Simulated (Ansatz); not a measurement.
## H₂B–O, doublet: reading a ladder of total energies

Geometry: displaced at random from a stationary point.

```yaml
atoms:
  - { symbol: B, position_ang: [0.0008, 0.0081, 0.6778] }
  - { symbol: O, position_ang: [-0.0001, -0.0080, -0.6145] }
  - { symbol: H, position_ang: [0.0479, 1.1016, 1.2272] }
  - { symbol: H, position_ang: [-0.0549, -1.0618, 1.2570] }
```

Basis cc-pVDZ; Ansatz 0.2.0. Only valence electrons are correlated (noble-gas cores frozen), which leaves 11 electrons in 36 orbitals. Prefix R: restricted or restricted open-shell reference; prefix U: unrestricted.

Full CI isn't at hand for all of this; UCCSDT(Q) serves as the reference, and is uncertain by the last step of the cluster series or more.

UCCSD has a T1 diagnostic of 0.039 and a largest doubles amplitude of 0.05.

Runs differ by some tens of microhartree through their thresholds and, for an open shell, their frozen cores, so steps under 0.03 kcal/mol mean nothing.

| level | total energy (hartree) |
| --- | --- |
| UHF | -100.707792 |
| UMP2 | -100.939307 |
| UCCSD | -100.972058 |
| UCCSD(T) | -100.978687 |
| UCCSDT | -100.979820 |
| UCCSDT(Q) | -100.980452 |

**Question.** What is the correlation energy at UCCSDT(Q), and what share of it do UMP2 and UCCSD(T) recover?

**Answer.** E(corr) = -100.980452 − (-100.707792) = -0.272660 hartree = -7.419 eV. UMP2: -0.231515 / -0.272660 = 84.91 %. UCCSD(T): -0.270895 / -0.272660 = 99.35 %.

**Question.** By how many kcal/mol does UCCSD(T) miss UCCSDT(Q) (1 hartree = 627.509 kcal/mol), and which steps make up the rest?

**Answer.** -100.978687 − (-100.980452) = 0.001765 hartree = 1.11 kcal/mol. Steps: UCCSDT − UCCSD(T) = -0.71, UCCSDT(Q) − UCCSDT = -0.40 kcal/mol. Differences between like states or geometries often cancel part of this.
